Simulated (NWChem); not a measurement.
**Correlation energy of methanol (CH$_{4}$O)**

```
C
H 1 1.1011
O 1 1.4071 2 107.60
H 3 0.9652 1 108.20 2 180.00
H 1 1.1092 2 107.33 3 -122.20
H 1 1.1092 2 107.33 5 -115.60
```
Charge 0, spin multiplicity 1.

Program: NWChem. The geometry was optimised at B3LYP/def2-SVP, a minimum by its harmonic frequencies.

Basis set: 3-21G. Each correlation energy counts from its own Hartree-Fock reference.

The correlated methods keep 2 core orbitals frozen. Coupled-cluster values serve here as a point of comparison, not as the truth.

```json
[
 {"method": "MP2", "correlation energy (mHa)": "?"},
 {"method": "SCS-MP2", "correlation energy (mHa)": "-213.1"},
 {"method": "CR-CCSD[T]", "correlation energy (mHa)": "?"},
 {"method": "CR-CCSD(T)", "correlation energy (mHa)": "-234.0"},
 {"method": "CCSD", "correlation energy (mHa)": "-230.4"},
 {"method": "CCSD+T(CCSD)", "correlation energy (mHa)": "-234.9"},
 {"method": "CCSD(T)", "correlation energy (mHa)": "-234.6"},
 {"method": "CCSDT", "correlation energy (mHa)": "-234.9"}
]
```

Some entries are withheld; supply them.


- MP2, correlation energy (mHa): -210.3
- CR-CCSD[T], correlation energy (mHa): -234.2
